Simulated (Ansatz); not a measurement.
Rock-salt SrTe: LDA at its full settings (plane-wave cutoff 520 eV, 10×10×10 k mesh, Fermi–Dirac smearing 0.01 eV, scalar-relativistic PAW data made under PBE) and at cheaper ones, in a cell of 2 atoms with Γ-centred meshes.

| level and setting | lattice constant a (Å) | bulk modulus (GPa) |
|---|---|---|
| LDA (Ansatz) | 6.526 | 39.3 |
| LDA (2×2×2 k mesh) (Ansatz) | 6.665 | 36.8 |
| LDA (4×4×4 k mesh) (Ansatz) | (withheld) | 39.4 |

### Question
Some entries are withheld; supply them.

### Answer

- LDA (4×4×4 k mesh) (Ansatz, an electronic-structure program), lattice constant a (Å): 6.533

Largest shifts from the full settings: lattice constant a +2.13 % (LDA (2×2×2 k mesh)), against a difference of -2.00 % of the full result from the reference 6.659 Å (measured, temperature not stated, no zero-point or thermal correction, sources range from 6.640 to 6.659; as tabulated in Roshan et al. (2021), arXiv:2110.13857); bulk modulus -6.4 % (LDA (2×2×2 k mesh)), against a difference of -0.5 % of the full result from the reference 39.5 GPa (measured, temperature not stated, no zero-point or thermal correction; as tabulated in Roshan et al. (2021), arXiv:2110.13857).

Ansatz's density-functional and Hartree–Fock values are scalar-relativistic unless marked +SOC, with PAW data made under PBE.

Run with cheap settings on purpose, which may leave them unconverged: LDA (2×2×2 k mesh), LDA (4×4×4 k mesh).
